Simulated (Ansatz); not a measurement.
# AlBH2N: the cost of one run

Computed with Ansatz 0.2.0, Gaussian basis. Level: single points with forces in def2-TZVPP.

Levels: PBE-D4, r2SCAN-D4, PBE0-D4, wB97M-V, Hartree-Fock, MP2, CCSD, CCSD(T). Each coordinate is moved by a Gaussian draw of the width named (0.7 of it for atoms other than hydrogen): 0.02, 0.04, 0.02, 0.06 Å.

Cores are frozen in the correlated methods. Orbitals are unrestricted.

30 further runs of the same task are left out: 30 set aside as unsound or not needed.

## 1. Starting geometry

SMILES `[BH]1[NH][Al]1`, 5 atoms, charge 0, spin multiplicity 2.

Atoms are counted from 1 here; the program's logs count them from 0.

Bond lengths: B1–N2 1.392 Å, B1–Al3 2.077 Å, B1–H4 1.171 Å, N2–Al3 1.860 Å, N2–H5 1.017 Å. Angles: N2–B1–Al3 61.1°, N2–B1–H4 131.8°, Al3–B1–H4 167.0°, B1–N2–Al3 77.9°, B1–N2–H5 123.5°, Al3–N2–H5 158.6°, B1–Al3–N2 40.9°.

As a file:

```xyz
5
AlBH2N
B    -0.48499   -0.51096   -0.11196
N     0.43777    0.51103    0.08997
Al    1.28608   -0.94199    0.88345
H    -1.53335   -0.52454   -0.63407
H     0.29448    1.46645   -0.22739
```

## 2. Finding the minimum

Input file relax/in.yaml:

```yaml
crystal:
  periodic: [false, false, false]
  atoms:
    - {symbol: B, position_ang: [-0.484990, -0.510960, -0.111960]}
    - {symbol: N, position_ang: [0.437770, 0.511030, 0.089970]}
    - {symbol: Al, position_ang: [1.286080, -0.941990, 0.883450]}
    - {symbol: H, position_ang: [-1.533350, -0.524540, -0.634070]}
    - {symbol: H, position_ang: [0.294480, 1.466450, -0.227390]}
basis:
  gaussian: {orbitals: def2-TZVP}
magnetization: {spin_polarized: true, initial_magnetization: 1}
hamiltonian: {xc: pbe0, dispersion: d4}
relax: {f_tol: 0.005, max_steps: 200}
```

On the command line:

```bash
$ ansatz run in.yaml --threads 2 --pin off --events-out ev --progress --plain --max-ram 4352MiB
```

Q: Estimate wall time and peak memory on 2 threads of Arm Neoverse V1, shared host.

About 20 s, with a peak of 0.19 GiB.
